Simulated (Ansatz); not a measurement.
Input file:

```yaml
crystal:
  periodic: [false, false, false]
  atoms:
    - {symbol: Na, position_ang: [0.000000, 0.000000, 0.000000]}
    - {symbol: Na, position_ang: [0.000000, 0.000000, 12.288000]}
basis:
  gaussian: {orbitals: "6-31++G**"}
total_charge: -1
magnetization: {spin_polarized: false, initial_magnetization: 1}
hamiltonian: {xc: hf}
accuracy: high
output: {forces: true, orbitals: {seedname: orbitals}}
```

```sh
$ ansatz run in.yaml --threads 1 --pin off --events-out ev --progress --plain --max-ram 2393MiB
```

Log:

```
657 factors; integrals over basis functions are off by at most 3.8e-9 eV
mean field evaluation 1: about -8807.4587 eV, gradient 5.7e-1 eV
mean field evaluation 2: about -8807.4590 eV, gradient 5.6e-1 eV
mean field evaluation 4: about -8807.4749 eV, gradient 1.4e-1 eV
mean field evaluation 8: about -8807.4761 eV, gradient 4.0e-2 eV
mean field evaluation 16: about -8807.4762 eV, gradient 7.4e-5 eV
mean field evaluation 32: about -8807.7323 eV, gradient 6.5e-1 eV
mean field evaluation 64: about -8807.7237 eV, gradient 3.8e-1 eV
mean field evaluation 96: about -8807.3284 eV, gradient 2.2e0 eV
mean field evaluation 128: about -8807.4762 eV, gradient 1.3e-5 eV
mean field -8807.75280682 eV, -323.6789455414 hartree, gradient 3.3e-8 eV, S^2 0.750000; 4 other end points of the search recorded, 0 dependent functions left out
the calculation of the forces begins
reference -8807.75280682 eV, -323.6789455414 hartree; 12, 11 occupied and 34, 35 virtual orbitals, 657 factors
Total energy: -8807.75280682 eV, -323.6789455414 hartree
Atom 0 at     0.000000     0.000000     0.000000 Å, force    -0.000000    -0.000000     0.002795 eV/Å
Atom 1 at     0.000000     0.000000    12.288000 Å, force    -0.000000     0.000000    -0.002795 eV/Å
Dipole moment:    -0.000000     0.000000    -5.916227 e Å
```

Forces (eV/Å):
```
Na   0.000  0.000  0.003
Na   0.000  0.000 -0.003
```

Ran on 1 thread of Arm Neoverse V1, shared host: 1.5 s wall, 0.23 GiB peak host memory.
